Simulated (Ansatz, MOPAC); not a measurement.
Ladder of methods for the band gap of rock-salt SrO

Reference value: 5.63 eV (measured, zero-point renormalisation of 326 meV (computed, non-adiabatic AHC, without the lattice-expansion part) added back here to the 80 K gap 5.3 eV; inputs from Miglio et al. (2020), arXiv:2011.12765).

```json
[
 {"level (code)": "PM7 semi-empirical Hartree-Fock (MOPAC)", "value (eV)": "7.82", "cell (Å³/atom)": "12.39", "error (eV)": "+2.19"},
 {"level (code)": "PBE (Ansatz)", "value (eV)": "3.32", "cell (Å³/atom)": "17.17", "error (eV)": "-2.31"},
 {"level (code)": "rVV10 (Ansatz)", "value (eV)": "3.24", "cell (Å³/atom)": "17.49", "error (eV)": "-2.39"},
 {"level (code)": "r²SCAN-D4 (Ansatz)", "value (eV)": "3.80", "cell (Å³/atom)": "17.06", "error (eV)": "-1.83"},
 {"level (code)": "r²SCAN0 (Ansatz)", "value (eV)": "5.85", "cell (Å³/atom)": "17.17", "error (eV)": "+0.22"},
 {"level (code)": "Hartree–Fock (Ansatz)", "value (eV)": "12.86", "cell (Å³/atom)": "17.17", "error (eV)": "+7.23"},
 {"level (code)": "G0W0@HSE06 (Ansatz)", "value (eV)": "6.05", "cell (Å³/atom)": "17.17", "error (eV)": "+0.42"}
]
```

Leaving aside PM7 semi-empirical Hartree-Fock (MOPAC) (doubt noted below): Closest of the ranked levels: r²SCAN0 (+0.22 eV). Farthest off among them: Hartree–Fock (+7.23 eV). Within 1 eV: r²SCAN0, G0W0@HSE06.

Density-functional gaps are differences of (generalised) Kohn–Sham levels of a static lattice; semilocal ones lie below quasiparticle gaps as a rule. Measured gaps hold zero-point and thermal shifts unless a correction is named. Levels without +SOC have no spin–orbit coupling; where heavier elements are present it shifts gaps, mostly down, and can invert bands.  PM7 semi-empirical Hartree-Fock (MOPAC): the gap is read on the k mesh or supercell of the run alone and can be too large. PM7 semi-empirical Hartree-Fock (MOPAC): the cell moved over 20 % in volume from its start. PM7 semi-empirical Hartree-Fock (MOPAC): the method was fitted mainly to molecules. PM7 semi-empirical Hartree-Fock (MOPAC): gaps of these semi-empirical methods are Hartree–Fock-like level differences, and their formation enthalpies are fitted 298 K values. G0W0@HSE06: GW on a hybrid start was not checked against another program. Values are at the measured cell; PM7 semi-empirical Hartree-Fock (MOPAC) at the level's own relaxed cell; rVV10 at the level's own relaxed cell; r²SCAN-D4 at the level's own relaxed cell. Cutoffs and k meshes differ between the levels. Ansatz's density-functional and Hartree–Fock values are scalar-relativistic unless marked +SOC, with PAW data made under PBE.

Differences are worked out from the printed values.

Ansatz is an electronic-structure program.
